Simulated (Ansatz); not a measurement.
in.yaml

```yaml
crystal:
  periodic: [false, false, false]
  atoms:
    - {symbol: Br, position_ang: [-0.517577, 0.000000, 0.000000]}
    - {symbol: H, position_ang: [1.556423, 0.000000, 0.000000]}
    - {symbol: C, position_ang: [2.646423, 0.000000, 0.000000]}
    - {symbol: H, position_ang: [2.646423, -1.080023, 0.000000]}
    - {symbol: H, position_ang: [2.646423, 0.540011, 0.935327]}
    - {symbol: H, position_ang: [2.646423, 0.540012, -0.935327]}
basis:
  gaussian: {orbitals: cc-pVDZ}
magnetization: {spin_polarized: true, initial_magnetization: 1}
correlation: {method: ccsdt_q, electrons: outside_noble_gas}
```

```sh
$ ansatz run in.yaml --threads 2 --pin off --events-out ev --progress --plain --max-ram 24576MiB --backend cuda --devices 0, --max-vram 18GiB
```

Log:

```
1160 factors; integrals over basis functions are off by at most 2.7e-7 eV
mean field evaluation 1: about -71088.8422 eV, gradient 1.2e1 eV
mean field evaluation 2: about -71088.8785 eV, gradient 1.2e1 eV
mean field evaluation 4: about -71090.1056 eV, gradient 1.9e0 eV
mean field evaluation 8: about -71090.1841 eV, gradient 2.0e-1 eV
mean field evaluation 16: about -71089.8938 eV, gradient 3.9e0 eV
mean field evaluation 32: about -71089.7439 eV, gradient 6.1e-1 eV
mean field evaluation 64: about -71089.7883 eV, gradient 1.6e0 eV
mean field evaluation 96: about -71089.7101 eV, gradient 2.6e-2 eV
mean field evaluation 128: about -71090.1840 eV, gradient 2.1e-1 eV
mean field -71090.18548254 eV, -2612.5161298251 hartree, gradient 1.9e-6 eV, S^2 0.762957; 9 other end points of the search recorded, 0 dependent functions left out
determinant -71090.18548254 eV, -2612.5161298251 hartree, with singles and doubles -71098.38261420 eV, -2612.8173688571 hartree
determinant -71089.71011472 eV, -2612.4986603798 hartree, with singles and doubles -71097.87610641 eV, -2612.7987550394 hartree
determinant -71090.18548254 eV, -2612.5161298251 hartree, with singles and doubles -71098.38251414 eV, -2612.8173651802 hartree
determinant -71089.71011472 eV, -2612.4986603798 hartree, with singles and doubles -71097.87611757 eV, -2612.7987554494 hartree
15 core orbitals not correlated: weight in the atoms' cores, before any rotation towards them, 1.000 or more for the frozen orbitals, at most 0.000 for the correlated occupied ones
reference -71090.18548254 eV, -2612.5161298251 hartree; 8, 7 occupied and 38, 39 virtual orbitals, 1160 factors
second order -7.22080968 eV of doubles, -0.00000000 eV of singles
cycle   1  -7.95493082 eV  change   -7.3e-1 eV  update   6.4e-2
cycle   2  -8.30825009 eV  change   -3.5e-1 eV  update   2.3e-2
cycle   3  -8.37679350 eV  change   -6.9e-2 eV  update   1.0e-2
cycle   4  -8.37079534 eV  change    6.0e-3 eV  update   4.2e-3
cycle   5  -8.37179525 eV  change   -1.0e-3 eV  update   2.5e-3
cycle   6  -8.37170085 eV  change    9.4e-5 eV  update   1.2e-3
cycle   7  -8.37157931 eV  change    1.2e-4 eV  update   4.3e-4
cycle   8  -8.37183611 eV  change   -2.6e-4 eV  update   1.8e-4
cycle   9  -8.37181553 eV  change    2.1e-5 eV  update   6.0e-5
cycle  10  -8.37173666 eV  change    7.9e-5 eV  update   2.2e-5
cycle  11  -8.37174782 eV  change   -1.1e-5 eV  update   8.6e-6
cycle  12  -8.37175584 eV  change   -8.0e-6 eV  update   3.3e-6
cycle  13  -8.37176070 eV  change   -4.9e-6 eV  update   1.5e-6
cycle  14  -8.37176160 eV  change   -8.9e-7 eV  update   6.1e-7
perturbative correction -0.01024344 eV, -0.0003764396 hartree
Total energy: -71098.56748758 eV, -2612.8241628287 hartree
```

Ran on 2 threads of AMD EPYC 7R13 with a shared H100 80 GB, shared host: 16 s wall, 0.87 GiB peak host memory.
